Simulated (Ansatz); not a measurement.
We consider rock-salt TiN, described by Hartree–Fock in Ansatz (PAW).

Settings: plane-wave cutoff 460 eV, 12×12×12 k mesh, Fermi–Dirac smearing 0.05 eV, no spin polarisation, scalar-relativistic PAW data made under PBE.

Computed at the level's own relaxed cell.

### Question
Predict the volume per atom, bulk modulus, lattice constant a and pressure derivative B′ of the bulk modulus.

### Answer

- volume per atom: 9.48 Å³/atom
- bulk modulus: 336 GPa
- lattice constant a: 4.232 Å
- pressure derivative B′ of the bulk modulus: 4.0

Measured, for comparison: equilibrium volume per atom 9.52 Å³/atom, lattice constant a 4.239 Å (temperature not stated, not corrected to a static lattice; as tabulated in Zhang et al. (2018), doi:10.1088/1367-2630/aac7f0); bulk modulus 288 GPa (temperature not stated, not corrected to a static lattice; as tabulated in Krasnenko and Brik (2013), arXiv:1306.3139). Computed (rounded) less measured: equilibrium volume per atom -0.4 %, bulk modulus +17 %, lattice constant a -0.2 %. A static lattice is as a rule a little smaller and stiffer than an uncorrected measurement, which narrows the difference in the equilibrium volume per atom and would widen misses of the other sign.

Note: the run has no spin polarisation, so it can have missed a magnetic state.

Static lattice: no zero-point or thermal effects.

Ansatz is an electronic-structure program.
